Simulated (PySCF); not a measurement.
# BFH4Si: the cost of one run

Computed with PySCF 2.14.0, with density-fitted response routines of our own, on a single molecule in the gas phase. Atoms are numbered from 0 throughout.

## 1. The molecule as given

7 atoms, charge 0, multiplicity 1; geometry from: GFN2-xTB. The atoms were then displaced at random by about 0.01 Å, so the start is not that level's minimum.

Bonds of the start (Å): F0–B1 1.31, B1–Si2 1.99, B1–H3 1.20, Si2–H4 1.46, Si2–H5 1.47, Si2–H6 1.45.

## 2. Relaxing the molecule at PBE0-D3(BJ)/def2-SVP

The job: settings as JSON, then the geometry in Å.

```
{"job": {"xc": "PBE0", "basis": "def2-SVP", "d3": "d3bj", "grid": 1, "shake": 0.01, "kind": "geom"}, "charge": 0, "multiplicity": 1}
F      1.929320     0.987280    -0.096190
B      1.171650    -0.080240     0.011300
Si    -0.815790     0.024520    -0.020980
H      1.846400    -1.062190     0.121860
H     -1.393060    -0.514380     1.210820
H     -1.342500     1.385810    -0.170150
H     -1.362070    -0.769900    -1.106600
```

The run is started by

```console
OMP_NUM_THREADS=1 python probes_run.py task.json out
```

One launch serves the whole session: the jobs run in the order shown.

**Question.** How long does this first job take on 1 thread of Arm Neoverse V2, shared host, and how much memory does it need?

About 4.4 s, with a peak of 0.29 GiB.
